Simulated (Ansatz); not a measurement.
# CH₂Si (singlet): from Hartree-Fock to the top rungs at a displaced geometry (v1), cc-pVDZ

How much of the correlation energy of CH₂Si (singlet) does each wave-function method recover here?

Method: cc-pVDZ, core rule «outside noble gas», up to 6 orbitals frozen; program: Ansatz 0.2.0, Gaussian basis.

To be run: UHF; CCSD(T) on RHF; CCSD(T) on UHF; BCCD(T) on RHF; CISD; CCSDT(Q) on RHF; CCSDT(Q) on UHF; CASSCF and MRCISD+Q, 10 electrons in 10 orbitals; CASSCF and NEVPT2, 10 electrons in 10 orbitals.

15 further runs of the same task are left out: 7 that didn't finish, 8 set aside as unsound or not needed.

## (1) The system

The geometry is a PBE0/def2-TZVP stationary point (not a proven minimum) with its atoms shifted at random (size 0.040 Å).

4 atoms, charge 0, spin multiplicity 1.

Atoms are counted from 1 here; the program's logs count them from 0.

Bond lengths: Si1–C2 1.786 Å, Si1–H3 1.494 Å, Si1–H4 1.488 Å. Angles: C2–Si1–H3 118.8°, C2–Si1–H4 119.2°, H3–Si1–H4 122.0°.

Coordinates:

```tsv
atom	x (Å)	y (Å)	z (Å)
Si1	0.0004	0.0040	0.4747
C2	-0.0004	-0.0121	-1.3110
H3	0.0476	1.3185	1.1825
H4	-0.0552	-1.2869	1.2123
```

## (2) UHF

File in.yaml:

```yaml
crystal:
  periodic: [false, false, false]
  atoms:
    - {symbol: Si, position_ang: [0.000441, 0.004041, 0.474701]}
    - {symbol: C, position_ang: [-0.000392, -0.012102, -1.311002]}
    - {symbol: H, position_ang: [0.047572, 1.318488, 1.182514]}
    - {symbol: H, position_ang: [-0.055205, -1.286886, 1.212317]}
basis:
  gaussian: {orbitals: cc-pVDZ}
magnetization: {spin_polarized: true, initial_magnetization: 0}
hamiltonian: {xc: hf}
output: {orbitals: {seedname: orbitals}}
```

Run with:

```console
> ansatz run in.yaml --threads 1 --pin off --events-out ev --progress --plain --max-ram 2393MiB
```

After this run come: CCSD(T) on RHF; CCSD(T) on UHF; BCCD(T) on RHF; CISD; CCSDT(Q) on RHF; CCSDT(Q) on UHF; CASSCF and MRCISD+Q, 10 electrons in 10 orbitals; CASSCF and NEVPT2, 10 electrons in 10 orbitals.

Before running them: what should the planned runs give, taken together? Wanted: RCCSDT(Q) below the RHF energy; RMP2 from RCCSDT(Q); UMP2 from RCCSDT(Q); RCCSD from RCCSDT(Q); RCCSD(T) from RCCSDT(Q); UCCSD(T) from RCCSDT(Q); UCCSDT(Q) from RCCSDT(Q); NEVPT2 valence from RCCSDT(Q); MRCISD+Q valence from RCCSDT(Q).

The runs gave:

| quantity | value |
| --- | --- |
| RCCSDT(Q) below the RHF energy | -6.8730 eV |
| RMP2 from RCCSDT(Q) | +34.52 kcal/mol |
| UMP2 from RCCSDT(Q) | +44.40 kcal/mol |
| RCCSD from RCCSDT(Q) | +7.98 kcal/mol |
| RCCSD(T) from RCCSDT(Q) | +1.55 kcal/mol |
| UCCSD(T) from RCCSDT(Q) | +2.75 kcal/mol |
| UCCSDT(Q) from RCCSDT(Q) | -0.03 kcal/mol |
| NEVPT2 valence from RCCSDT(Q) | +22.47 kcal/mol |
| MRCISD+Q valence from RCCSDT(Q) | +0.84 kcal/mol |
| levels within 1 kcal/mol (43 meV) | RCCSDT, UCCSDT, UCCSDT(Q), MRCISD+Q valence |
| T1 diagnostic | 0.023 |
| effectively unpaired electrons | 0.15 |

What this shows: RCCSD(T) misses by +1.55 kcal/mol, 1.0 % of the correlation energy. CCSD(T) misses by +1.55 kcal/mol on the restricted determinant and by +2.75 kcal/mol on the unrestricted one; the two need not hold the same state or core. One determinant dominates. Of the multireference levels listed MRCISD+Q valence comes nearest in total energy (+0.84 kcal/mol), which doesn't show that its space is the better one. These misses are within one basis, not against nature.
